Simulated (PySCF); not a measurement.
S: ionisation energy

S [Ne] 3s2 3p4 (3P) → S⁺ [Ne] 3s2 3p3 (4S), as a difference of total energies. Calculation: PySCF 2.14, in aug-cc-pV(T+d)Z with one added diffuse shell each of s, p, d, f type (7s6p5d3f, 71 functions); the non-relativistic Hamiltonian (point nucleus). Correlated levels: valence: [Ne] frozen. The calculations carry no spin-orbit coupling.

| method | ionisation energy (eV) | error (eV) |
| --- | --- | --- |
| UHF | 9.242 | -1.094 |
| MP2 (valence) | 10.005 | -0.331 |
| SCS-MP2 (valence) | 10.085 | -0.251 |
| CCSD (valence) | 10.112 | -0.224 |
| CCSD(T) (valence) | 10.152 | -0.184 |

Reference: 10.336 eV (measured; NIST levels, between the centres of gravity of the two terms).

Errors of the correlated levels include the incompleteness of this basis and the frozen core.
